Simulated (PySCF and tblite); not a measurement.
Results of a calculation; reference values are marked as such.
# Conformer ensemble of C2H4F2, numbered as in [F:1][CH2:2][CH2:3][F:4]

Conformers came from 90 starts (ETKDG and KDG, MMFF94s, GFN2-xTB); geometries are PBE0-D3(BJ)/def2-SVP. Energies: PBE0-D3(BJ)/def2-TZVP, with GFN2-xTB thermal terms (modes under about 100 cm⁻¹ blended into free rotors). Symmetry numbers and mirror images are counted. Conformers within 4 kcal/mol (GFN2-xTB free energy) were kept, 5 at most. GIAO shieldings: PBE0/pcSseg-1. Shifts are against TMS (¹H), TMS (¹³C), CFCl3 (¹⁹F) at the same level. (PySCF 2.14, tblite 0.8.)

Torsions listed: F1–C2–C3–F4. Of a mirror pair one member is shown.

| conformer | shape | symmetry | E(GFN2) kcal/mol | E(DFT) kcal/mol | G(298.15 K) kcal/mol | weight % | dipole D |
| --- | --- | --- | --- | --- | --- | --- | --- |
| 1 | 71° | C2 (pair) | 1.38 | 0.00 | 0.00 | 92.8 | 2.53 |
| 2 | 180° | C2h | 0.00 | 1.11 | 1.51 | 7.2 | 0.00 |

Weights (%) against temperature:

```csv
T (K),1,2,S(mix) cal/mol/K
250,94.9,5.1,1.71
273.15,93.9,6.1,1.75
298.15,92.8,7.2,1.79
323.15,91.7,8.3,1.83
373.15,89.8,10.2,1.89
```

Averaged shifts at 298.15 K. ¹H: 4.52 (H2/H3, 4H) ppm. ¹³C: 83.9 (C2/C3) ppm. ¹⁹F: -241.5 (F1/F4) ppm.

Coordinates of conformer 1 (Å):

```xyz
8

F    -1.209   -1.012    0.766
C    -0.742   -0.061   -0.098
C     0.734    0.148    0.075
F     1.443   -0.924   -0.395
H    -0.954   -0.380   -1.133
H    -1.269    0.891    0.093
H     0.967    0.292    1.144
H     1.040    1.054   -0.478
```

Unscaled ¹⁹F shifts at such levels can be off by tens of ppm; differences between conformers or isomers are more reliable. Shifts are unscaled: against experiment ¹³C can be off by 15 ppm or more and ¹H by 0.8 ppm.

Search and properties took 16 s on 1 thread of Arm Neoverse V1, shared host (rough), launched as `OMP_NUM_THREADS=1 python ens_run.py task.json out`.
